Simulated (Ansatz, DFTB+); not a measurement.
# hcp Hf: properties by level of theory

Reference values: lattice constant a 3.194 Å (measured, 293 K, not corrected to a static lattice, our sources range from 3.194 to 3.200; as tabulated in Wikipedia's data pages); lattice parameter c 5.051 Å (measured, 293 K, not corrected to a static lattice; as tabulated in Wikipedia's data pages).

```
level (code)                   lattice constant a (Å)  lattice parameter c (Å)
-----------------------------  ----------------------  -----------------------
GFN1-xTB as cut by DFTB+                        4.163                    5.112
PBE+SOC (Ansatz)                                3.201               (withheld)
rVV10 (Ansatz)                             (withheld)                    5.083
B3LYP (VWN-RPA form) (Ansatz)                   3.230                    5.116
```

What belongs in the gaps?


- PBE+SOC (Ansatz, an electronic-structure program), lattice parameter c (Å): 5.064
- rVV10 (Ansatz), lattice constant a (Å): 3.207

Differences from the reference values (errors of the level alone only where the reference is corrected to a static lattice):

```json
[
 {"level": "GFN1-xTB as cut by DFTB+", "lattice constant a (%)": "+30", "lattice parameter c (%)": "+1.21"},
 {"level": "PBE+SOC", "lattice constant a (%)": "+0.22", "lattice parameter c (%)": "+0.26"},
 {"level": "rVV10", "lattice constant a (%)": "+0.41", "lattice parameter c (%)": "+0.63"},
 {"level": "B3LYP (VWN-RPA form)", "lattice constant a (%)": "+1.13", "lattice parameter c (%)": "+1.29"}
]
```

Nearest: lattice constant a, not ranked (reference at room or unstated temperature); lattice parameter c, not ranked (reference at room or unstated temperature). Values with a doubt, or to which a potential was fitted, aren't ranked.

Caveats: codes differ in how they cut the long-range tail of xTB's charge interaction in a crystal, so the value belongs to this code (GFN1-xTB as cut by DFTB+); the cell has another shape than the first-principles one, perhaps another minimum in the same group (GFN1-xTB as cut by DFTB+); the cell moved over 20 % in volume from its start (GFN1-xTB as cut by DFTB+); the method was fitted mainly to molecules (GFN1-xTB as cut by DFTB+). Ansatz's density-functional and Hartree–Fock values are scalar-relativistic unless marked +SOC, with PAW data made under PBE.

Differences are worked out from the printed values.

The computed numbers hold no vibrational or temperature effects.
